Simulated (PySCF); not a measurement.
Ligands exchanged one at a time, C Cl-H. Gas-phase values, no solvent. Strings in code marks are SMILES.

Quantity: redistribution energy (mixed species minus the weighted end members), in kcal/mol.

A: 3 of 4 Cl replaced by H: `CCl`
B: 1 of 4 Cl replaced by H: `ClC(Cl)Cl`
C: 2 of 4 Cl replaced by H: `C(Cl)Cl`

Task: Put the candidates in order of redistribution energy (mixed species minus the weighted end members), lowest first, for BP86/6-31G* // PBE0-D4/def2-TZVP (PySCF).

Result: C (-5.07 kcal/mol), B (-4.74 kcal/mol), A (-2.82 kcal/mol)
